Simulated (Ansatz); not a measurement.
Input file:

```yaml
crystal:
  periodic: [false, false, false]
  atoms:
    - {symbol: O, position_ang: [0.000000, -0.058697, -0.008638]}
    - {symbol: H, position_ang: [0.000000, 0.406689, -0.615796]}
    - {symbol: H, position_ang: [0.000000, 0.525031, 0.752912]}
basis:
  gaussian: {orbitals: cc-pVTZ}
magnetization: {spin_polarized: false}
hamiltonian: {xc: {name: PBE0}}
correlation: {method: bccd_t, electrons: outside_noble_gas}
```

```sh
$ ansatz run in.yaml --threads 1 --pin off --events-out ev --progress --plain --max-ram 2393MiB
```

Log:

```
335 factors; integrals over basis functions are off by at most 9.9e-4 eV
mean field evaluation 1: about -2072.1585 eV, gradient 5.5e1 eV
mean field evaluation 2: about -2072.1582 eV, gradient 5.5e1 eV
mean field evaluation 4: about -2076.6327 eV, gradient 1.8e0 eV
mean field evaluation 8: about -2076.6373 eV, gradient 5.8e-2 eV
mean field -2076.63727643 eV, -76.3150123135 hartree, gradient 9.6e-6 eV, S^2 0.000000; 0 other end points of the search recorded, 0 dependent functions left out
1 core orbitals not correlated: weight in the atoms' cores, before any rotation towards them, 1.000 or more for the frozen orbitals, at most 0.000 for the correlated occupied ones
reference -2068.08291868 eV, -76.0006454645 hartree; 4, 4 occupied and 53, 53 virtual orbitals, 335 factors
second order -7.03893591 eV of doubles, -0.07103906 eV of singles
cycle   1  -7.06693768 eV  change    4.1e-2 eV  update   3.3e-2
cycle   2  -7.17244937 eV  change   -1.1e-1 eV  update   8.5e-3
cycle   3  -7.19057058 eV  change   -1.8e-2 eV  update   2.9e-3
cycle   4  -7.19046268 eV  change    1.1e-4 eV  update   5.4e-4
cycle   5  -7.19059928 eV  change   -1.4e-4 eV  update   1.2e-4
cycle   6  -7.19062581 eV  change   -2.7e-5 eV  update   2.2e-5
cycle   7  -7.19063372 eV  change   -7.9e-6 eV  update   5.4e-6
perturbative correction -0.19487656 eV, -0.0071615816 hartree
Total energy: -2075.46842896 eV, -76.2720579613 hartree
```

Ran on 1 thread of Arm Neoverse V2, shared host: 0.78 s wall, 0.12 GiB peak host memory.
